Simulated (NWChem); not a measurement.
System: disulfur (S2, triplet); SMILES S=S

Excerpt of the output:

```
             Northwest Computational Chemistry Package (NWChem) 7.3.0
             --------------------------------------------------------

 ORDER OF PRIMARY AXIS IS BEING SET TO 4
 D4H symmetry detected

                             Geometry "geometry" -> ""
                             -------------------------

 Output coordinates in angstroms (scale by  1.889725989 to convert to a.u.)

  No.       Tag          Charge          X              Y              Z
 ---- ---------------- ---------- -------------- -------------- --------------
    1 S                   16.0000     0.00000000     0.00000000     0.95197100
    2 S                   16.0000     0.00000000     0.00000000    -0.95197100

 Effective nuclear repulsion energy (a.u.)      71.1520496653

      Symmetry information
      --------------------

 Group name             D4h
 Group number             28
 Group order              16
 No. of unique centers     1

  pbe96 is a nonlocal functional; adding pw91lda local functional.

                                 NWChem DFT Module
                                 -----------------

 Summary of "ao basis" -> "ao basis" (spherical)
 ------------------------------------------------------------------------------
       Tag                 Description            Shells   Functions and Types
 ---------------- ------------------------------  ------  ---------------------
 S                        aug-pcseg-1               11       27   5s4p2d

      Symmetry analysis of basis
      --------------------------

        a1g        11
        a1u         0
        a2g         0
        a2u        11
        b1g         2
        b1u         2
        b2g         2
        b2u         2
        eg         12
        eu         12

            General Information
            -------------------
          SCF calculation type: DFT
          Wavefunction type:  spin polarized.
          No. of atoms     :     2
          No. of electrons :    32
           Alpha electrons :    17
            Beta electrons :    15
          Charge           :     0
          Spin multiplicity:     3
          Use of symmetry is: on ; symmetry adaption is: on
          Maximum number of iterations: 150
          AO basis - number of functions:    54
                     number of shells:    22
          Convergence on energy requested:  1.00D-06
          Convergence on density requested:  1.00D-05
          Convergence on gradient requested:  5.00D-04

              XC Information
              --------------
          PerdewBurkeErnzerhof Exchange Functional  1.000
            Perdew 1991 LDA Correlation Functional  1.000 local
           PerdewBurkeErnz. Correlation Functional  1.000 non-local

             Grid Information
             ----------------
          Grid used for XC integration:  medium
          Radial quadrature: Mura-Knowles
          Angular quadrature: Lebedev.
          Tag              B.-S. Rad. Rad. Pts. Rad. Cut. Ang. Pts.
          ---              ---------- --------- --------- ---------
          S                   1.00       88          12.0       590
          Grid pruning is: on
          Number of quadrature shells:    88
          Spatial weights used:  Erf1

      Superposition of Atomic Density Guess
      -------------------------------------

 Sum of atomic energies:        -794.88910049

      Non-variational initial energy
      ------------------------------

 Total energy =    -795.082116
 1-e energy   =   -1240.684149
 2-e energy   =     374.449983
 HOMO         =      -0.190200
 LUMO         =      -0.190200

 !!!!!!!!!!!!!!!!!!!!!!!!!!!!!!!!!!!!!!!!!!!!!!!!!!!!!!!!!!!!!!!!!!!!!!
 Warning - the HOMO and LUMO are degenerate and you are using symmetry.
 This can lead to non-variational energies and poor convergence.
 Modify the initial guess, or use an open-shell wavefunction, or turn
 off symmetry.
 !!!!!!!!!!!!!!!!!!!!!!!!!!!!!!!!!!!!!!!!!!!!!!!!!!!!!!!!!!!!!!!!!!!!!!

   Symmetry analysis of molecular orbitals - initial alpha
   -------------------------------------------------------

 !! scf_movecs_sym_adapt:    8 vectors were symmetry contaminated

  Symmetry fudging

 !! scf_movecs_sym_adapt:    4 vectors were symmetry contaminated

  Numbering of irreducible representations:

     1 a1g         2 a1u         3 a2g         4 a2u         5 b1g
     6 b1u         7 b2g         8 b2u         9 eg         10 eu

  Orbital symmetries:

     1 a2u         2 a1g         3 a1g         4 a2u         5 a1g
     6 a2u         7 eu          8 eu          9 eg         10 eg
    11 a1g        12 a2u        13 a1g        14 eu         15 eu
    16 eg         17 eg         18 a2u        19 a1g        20 eu
    21 eu         22 a2u        23 a1g        24 eg         25 eg
    26 a2u        27 b1g

   Symmetry analysis of molecular orbitals - initial beta
   ------------------------------------------------------

 !! scf_movecs_sym_adapt:    8 vectors were symmetry contaminated

  Symmetry fudging

 !! scf_movecs_sym_adapt:    4 vectors were symmetry contaminated

  Numbering of irreducible representations:

     1 a1g         2 a1u         3 a2g         4 a2u         5 b1g
     6 b1u         7 b2g         8 b2u         9 eg         10 eu

  Orbital symmetries:

     1 a2u         2 a1g         3 a1g         4 a2u         5 a1g
     6 a2u         7 eu          8 eu          9 eg         10 eg
    11 a1g        12 a2u        13 a1g        14 eu         15 eu
    16 eg         17 eg         18 a2u        19 a1g        20 eu
    21 eu         22 a2u        23 a1g        24 eg         25 eg
    26 a2u        27 b1g

[...]

                         DFT ENERGY GRADIENTS

    atom               coordinates                        gradient
                 x          y          z           x          y          z
   1 S       0.000000   0.000000   1.798964    0.000000   0.000000  -0.019360
   2 S       0.000000   0.000000  -1.798964    0.000000   0.000000   0.019360
```

Level: PBE/aug-pcseg-1, spin-unrestricted. Structure relaxed at the PBE0/def2-SVP, spin-unrestricted level. No stability test was run on the SCF state.

Problem. Which NWChem input produces such a log?

Solution. One answer among several that fit: the input that was run:
```
start job
memory heap 200 mb stack 900 mb global 1100 mb
geometry units angstroms noautoz
  S      0.000000     0.000000     0.951971
  S      0.000000     0.000000    -0.951971
end
basis spherical
  * library aug-pcseg-1
end
dft
  odft
  mult 3
  xc xpbe96 cpbe96
  iterations 150
  mulliken
end
task dft gradient
```
